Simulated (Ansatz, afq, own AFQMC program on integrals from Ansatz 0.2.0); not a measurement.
AFQMC on a folder of integrals that Ansatz 0.2.0 wrote.

```yaml
crystal:
  periodic: [false, false, false]
  atoms:
    - {symbol: O, position_ang: [-0.079877, -1.439214, 0.372383]}
    - {symbol: Mo, position_ang: [-0.393729, 0.370801, -0.396895]}
    - {symbol: F, position_ang: [-1.520986, -0.337680, -1.690162]}
    - {symbol: F, position_ang: [0.773799, 1.777635, -0.553269]}
    - {symbol: F, position_ang: [-1.762250, 0.943978, 0.716169]}
    - {symbol: Cl, position_ang: [1.467521, -1.054033, -1.394558]}
    - {symbol: H, position_ang: [-0.495078, -2.163888, -0.129568]}
basis:
  gaussian: {orbitals: def2-SVP}
magnetization: {spin_polarized: true, initial_magnetization: 3}
correlation: {method: ccsd_t, electrons: outside_noble_gas, hamiltonian_folder: ham}
```

```sh
$ ansatz run in.yaml --threads 1 --pin off --events-out ev --progress --plain --max-ram 24576MiB --backend cuda --devices 0, --max-vram 18GiB
```

afq runs on the folder ham with

```
--method phaseless --trial cisd --walkers 800 --populations 20 --least-time 60 --time-step 0.005 --steps-per-block 50 --equilibration-blocks 40 --max-blocks 4000 --target-error 0.00038 --factor-cut 1e-05 --start spin_pure --seed 9869 --release-times 0.24,0.48,0.8,1.2 --release-step 0.04 --release-every 5 --taylor-order 6
```

Times are imaginary, in 1/Eh. The walk had a cap of 350 s. With eight or more populations the least sampling time is a fifth of least-time, and the error comes from their spread. Core potentials past Kr, no spin–orbit coupling.

Log:

```
orbitals 97  electrons 22 19  factors 818 of 1050
reference energy -900.42357209 Eh
CCSD correlation -1.04917856 Eh in 22 cycles, weight of the determinant in the CISD state 0.7390
energy of the start -901.467915 Eh
 block  time / (1/Eh)  mean weight  energy / Eh
     1     0.250  0.9995  -901.428069
     2     0.500  1.0016  -901.456948
     3     0.750  1.0003  -901.473099
     4     1.000  1.0008  -901.487911
     5     1.250  1.0011  -901.494992
    10     2.500  0.9990  -901.504940
    31     7.750  1.0011  -901.501616
    56    14.000  0.9996  -901.514812
    81    20.250  0.9982  -901.513512
   106    26.500  0.9997  -901.501589
   131    32.750  0.9995  -901.511065
   151    37.750  0.9986  -901.521027
   156    39.000  1.0007  -901.493938
   181    45.250  0.9987  -901.496040
   206    51.500  1.0009  -901.502175
   231    57.750  0.9979  -901.504719
error from the spread of 20 populations
released: time / (1/Eh)  energy / Eh  error  mean overlap
  0.24  -901.507593  0.001119  0.9958
  0.48  -901.506467  0.001315  0.9994
  0.80  -901.507224  0.002004  0.9967
  1.20  -901.506189  0.003399  0.9902
energy -901.507194 +/- 0.000825 Eh
(rows thinned)
```

The run passed its tests (sampling time, drift between the halves within three errors, error under three times the target), which doesn't prove that it has relaxed, ending at its cap on processor time.

Against this walk (error 22.4 meV) on the same determinant: CCSD(T) 124.9 meV higher. The error is statistical and leaves out the bias of the constraint. None of these is a sure reference here. The released energies get too noisy after the second time (errors over twice the walk's own, or jumping) (meV from the phaseless value at times in 1/Eh: -11 ± 30 at 0.24, 20 ± 36 at 0.48, -1 ± 55 at 0.80, 27 ± 92 at 1.20), so they give no level.

Cautions: constraint bias not in the error; error above the target (22.4 against 10.3 meV); no spin-orbit coupling; outer-core shells of the metal frozen; higher spins were not checked.

The walk took 5.9 min on 1 × NVIDIA H100 80GB HBM3 with 2 threads of AMD EPYC 7R13 Processor (Zen 3) (shared host) (the card was shared). The log's last line is the phaseless energy.
